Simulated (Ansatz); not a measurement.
Job for Ansatz (an electronic-structure program): U-SVWN5/def2-TZVPPD on NH2 (SMILES [NH2]), 2S+1 = 2. Files ending in .json are basis or fitting sets from the Basis Set Exchange.

Ansatz 0.2 input:
```yaml
crystal:
  periodic: [false, false, false]
  atoms:
    - {symbol: N, position_ang: [0.00000000, 0.00000000, -0.08007491]}
    - {symbol: H, position_ang: [0.00000000, -0.80231373, 0.55629442]}
    - {symbol: H, position_ang: [0.00000000, 0.80231373, 0.55629442]}
basis:
  gaussian:
    orbitals: def2-TZVPPD.json
hamiltonian:
  xc: {name: SVWN5}
magnetization: {spin_polarized: true, initial_magnetization: 1}
```

Output:

```
WARN ansatz: RAYON_NUM_THREADS=1 ignored (pool sized by the plan → 1); use --threads N
Functional definition: SVWN5
integrals: 0.01 GiB planned
297 factors; their error is unknown
mean field: 0.13 GiB planned
mean field evaluation 1: about -1504.1597 eV, gradient 3.1e1 eV
mean field evaluation 2: about -1495.4176 eV, gradient 5.2e1 eV
mean field evaluation 4: about -1508.0791 eV, gradient 5.3e-1 eV
mean field evaluation 8: about -1508.0754 eV, gradient 2.5e-3 eV
mean field -1508.07543513 eV, -55.4207500309 hartree, gradient 7.2e-5 eV, S^2 0.752502; 0 other end points of the search recorded, 0 dependent functions left out
reference -1508.07546001 eV, -55.4207509451 hartree; 5, 4 occupied and 66, 67 virtual orbitals, 297 factors
Total energy: -1508.07546001 eV, -55.4207509451 hartree
```

The run converged.

Cost: roughly 0.29 core-seconds.
